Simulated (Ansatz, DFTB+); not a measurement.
## Redistribution: CH4S + CH4S2 → H2S2 + C2H6S

Species: CH4S (methanethiol) `CS`, singlet; CH4S2 (methyl hydrodisulfide) `CSS`, singlet; H2S2 `SS`, singlet; C2H6S `CSC`, singlet. The partners trade CH3 for SH; both sit on S, so the bond types are kept.

Shapes, held fixed at every level: PBE0-D4/def2-TZVP. Flexible molecules stand in one conformer, not always the lowest. Programs: Ansatz 0.2.0, DFTB+ 25.1. The zero-point and thermal change to 298 K, harmonic and unscaled (PBE0-D4/def2-TZVP), is -0.2 kJ/mol.

```csv
level,kind,ΔH(298 K) (kJ/mol),less CCSD(T)/CBS estimate,CPU time (sum over the molecules)
DFTB2-D4,semi-empirical,+0.9,-5.0,0.26 s
HF/def2-SVP,Hartree–Fock,+5.2,-0.7,–
SPW92/def2-TZVPP,LDA,+6.9,+1.0,5.6 s
PBE-D4/def2-TZVPP,GGA,+7.3,+1.4,11 s
B3LYP-D4/def2-TZVPP,global hybrid,+6.9,+1.0,16 s
PBE0-D4/def2-TZVPP,global hybrid,+6.5,+0.6,12 s
wB97M-V/def2-TZVPP,range-separated hybrid,+5.6,-0.3,41 s
CCSD/def2-TZVPP,coupled cluster or CI,+5.4,-0.5,–
CCSD(T)/CBS estimate,coupled cluster or CI,+5.9,0.0,2.9 min
```

The highest level, CCSD(T)/CBS estimate, gives ΔH(298 K) = +5.9 kJ/mol; the levels span +0.9 to +7.3. The column of differences is taken from that level and isn't an error. No measured value is set beside it here. The CBS estimate extrapolates MP2 from def2-TZVPP and def2-QZVPP and adds CCSD(T) − MP2 in the triple-zeta set, cores frozen. Times are processor times on shared x86 and Arm servers, and rough.
